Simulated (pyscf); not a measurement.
HP=PH (SMILES P=P) + PH₃ (SMILES P) → HP=P–PH₂ (SMILES P=PP) + H₂ (SMILES [H][H]) (four-centre exchange; singlet surface; H–P, H–P broken, P–P, H–H formed). PySCF, gas phase, ωB97X-D3(BJ)/def2-SVP geometries. Energies in kcal/mol from the separated reactants.

| level | barrier | reaction energy |
|---|---|---|
| ωB97X-D3(BJ)/def2-TZVP | 51.2 | -0.9 |
| PBE/def2-TZVP | 39.6 | +0.4 |
| r²SCAN/def2-TZVP | 43.0 | +0.5 |
| B3LYP-D3(BJ)/def2-TZVP | ? | ? |
| PBE0-D3(BJ)/def2-TZVP | ? | +0.6 |
| HF/def2-TZVP | 87.0 | +10.2 |

### Question
Complete the blanks.

### Answer

- B3LYP-D3(BJ)/def2-TZVP, barrier: 50.9
- B3LYP-D3(BJ)/def2-TZVP, reaction energy: +1.4
- PBE0-D3(BJ)/def2-TZVP, barrier: 43.3

The functionals in the table span 11.6 kcal/mol in this barrier, from PBE to ωB97X-D3(BJ)/def2-TZVP. The same reactants have a lower exit, to H₂P–PH–PH₂ (barrier +48.7 kcal/mol at ωB97M-D3(BJ)/def2-TZVP, against +55.9 kcal/mol here). One saddle was located; it need not be the lowest between these sides.
